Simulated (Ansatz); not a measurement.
**Which is lower?**

Two relaxed structures of CH5B2, doublet (PBE0-D4/def2-TZVP; forces vanish, vibrations not checked).

A:

B1  (-0.848, 0.769, -0.681)
C2  (0.109, 0.373, 0.424)
B3  (0.742, -1.002, 0.470)
H4  (-1.760, 0.046, -0.971)
H5  (-0.693, 1.784, -1.299)
H6  (0.466, 1.143, 1.114)
H7  (1.926, -1.134, 0.596)
H8  (0.058, -1.979, 0.347)
(Å)

B:

B1  (-0.946, 0.808, -0.739)
C2  (0.863, -1.023, 0.458)
B3  (0.126, 0.300, 0.404)
H4  (-2.122, 0.583, -0.632)
H5  (-0.625, 1.472, -1.685)
H6  (0.341, 1.101, 1.285)
H7  (1.841, -1.131, 0.923)
H8  (0.481, -1.942, 0.022)
(Å)

Computed with Ansatz 0.2.0 (basis: def2-TZVPP); correlated methods freeze the cores; orbitals are unrestricted. B3LYP uses VWN-RPA correlation.

**Question.** Which structure is lower at CCSD(T), and by how much? (An estimate is asked for; the value comes from the calculation.)

**Answer.** The calculation gives: A, by 9.25 kcal/mol (electronic energy, against the other). By their contacts, A is CH₅B₂ ([BH2][CH][BH2]) and B is CH₅B₂ ([BH2][BH][CH2]).

All methods give the same order:

| method | E(B) − E(A) (kcal/mol) |
| --- | --- |
| PBE-D4 | 9.22 |
| r2SCAN-D4 | 8.86 |
| PBE0-D4 | 8.87 |
| B3LYP-D4 | 9.82 |
| wB97M-V | 10.30 |
| HF | 8.61 |
| MP2 | 9.90 |
| CCSD | 9.00 |
| CCSD(T) | 9.25 |

T1 diagnostic: at most 0.019. ⟨S²⟩ of the unrestricted Hartree–Fock references: 0.76 (a pure state has 0.75).

Labels in which every atom is bracketed show which atoms are joined, not bond orders.

For scale, one of the runs: CCSD(T)/def2-TZVPP, 163 basis functions, launched by `ansatz run in.yaml --threads 2 --pin off --events-out ev --progress --plain --max-ram 4352MiB`. The run took 58 s on 2 CPU threads of an Arm Neoverse V1 (shared host), with 3.1 GiB of host memory at its peak.
